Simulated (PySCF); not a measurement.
Potential energy curve for SMILES C=C=C (C3H4), singlet. The C1–C4 bond (C1 also carries H, H; C4 carries C) is varied alone, starting from the PBE0/def2-TZVP optimised geometry.

Computed with: RKS-M06-2X = restricted M06-2X/cc-pVDZ (PySCF); UHF/cc-pVDZ (PySCF); RKS-M06-2X/6-31G* = PySCF with restricted M06-2X/6-31G*, spherical d; UCCSD(T) = CCSD(T) on UHF/cc-pVDZ, 3 core orbitals frozen (PySCF).

Energies relative to the lowest point of each curve near equilibrium, in kJ/mol:

| R / Å | RKS-M06-2X | UHF | RKS-M06-2X/6-31G* |
|---|---|---|---|
| 0.97 | 761.7 | 765.6 | 747.0 |
| 1.03 | 451.3 | 450.3 | 440.7 |
| 1.09 | 244.2 | 240.5 | 237.1 |
| 1.26 | 8.3 | 6.3 | 7.4 |
| 1.30 | 0.0 | 0.0 | 0.0 |
| 1.34 | 2.9 | 5.1 | 3.6 |
| 1.38 | 14.7 | 17.1 | 16.1 |
| 1.42 | 33.6 | 33.7 | 35.6 |
| 1.96 | 504.7 | 374.7 | 513.4 |
| 2.17 | 670.9 | 460.6 | 682.8 |
| 2.32 | 768.0 | 495.9 | 782.4 |
| 3.19 | 975.6 | 545.7 | 999.4 |

Q: Estimate the UCCSD(T) values at these points.

A: 0.97: 823.9; 1.03: 499.3; 1.09: 279.9; 1.26: 15.9; 1.30: 1.9; 1.34: 0.0; 1.38: 8.2; 1.42: 23.7; 1.96: 444.5; 2.17: 577.3; 2.32: 649.3; 3.19: 784.6 (kJ/mol).

The restricted form behind RKS-M06-2X, RKS-M06-2X/6-31G* keeps the bonding electrons paired and can't separate into open-shell fragments. The unrestricted determinant behind UHF, UCCSD(T) is spin-contaminated at 1.34 to 4.50 Å (<S²> up to 2.3, against 0.00 for a pure singlet).
